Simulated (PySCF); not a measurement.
An element was calculated at UHF (PySCF 2.14, non-relativistic, a triple-zeta basis, no spin-orbit coupling), in the ground configurations that NIST lists.

```
electron affinity          : 0.453 eV
first ionisation energy    : 10.798 eV
second ionisation energy   : 24.151 eV
third ionisation energy    : 45.787 eV
polarisability of the atom : 12.0 bohr³
```

**Question.** Which element is it?

**Answer.** Carbon (C, Z = 6), in aug-cc-pVTZ with one added diffuse shell each of s, p, d, f type. NIST lists 11.260, 24.383, 47.888 eV for these ionisation energies.
